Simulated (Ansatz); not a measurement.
# Cd3: the cost of one run

Method: the settings change from run to run; program: Ansatz 0.2.0, Gaussian basis.

1 further run of the same task is left out (it didn't finish). Runs told in other sessions of the task aren't counted.

## 1. The molecule

The geometry comes from an earlier relaxation with r2SCAN in a triple-zeta def2 set; it is a stationary point. Cd takes a core potential in def2 sets; no spin-orbit term is included.

3 atoms, charge -1, spin multiplicity 2.

Atoms are counted from 1 here; the program's logs count them from 0.

Bond lengths: Cd1–Cd2 2.955 Å, Cd1–Cd3 2.955 Å, Cd2–Cd3 2.955 Å. Angles: Cd2–Cd1–Cd3 60.0°, Cd1–Cd2–Cd3 60.0°, Cd1–Cd3–Cd2 60.0°.

## 2. wB97M-V/def2-TZVPD

Set apart from the defaults: atoms shaken by 0.15 Å.

in.yaml

```yaml
crystal:
  periodic: [false, false, false]
  atoms:
    - {symbol: Cd, position_ang: [-0.929553, 0.753947, -0.722255]}
    - {symbol: Cd, position_ang: [1.572955, -0.477103, -0.805923]}
    - {symbol: Cd, position_ang: [-0.434405, -0.852456, 1.229661]}
basis:
  gaussian: {orbitals: def2-TZVPD}
total_charge: -1
magnetization: {spin_polarized: true, initial_magnetization: 1}
hamiltonian: {xc: {name: wB97M-V}}
scf: {omitted_lower_state_checks: [starts]}
```

Launch:

```console
ansatz run in.yaml --threads 4 --pin off --events-out ev --progress --plain --max-ram 3916MiB
```

**Question.** How long does this run take on 4 threads of Arm Neoverse V1, shared host, and how much memory does it need?

About 26 s, with a peak of 0.73 GiB.
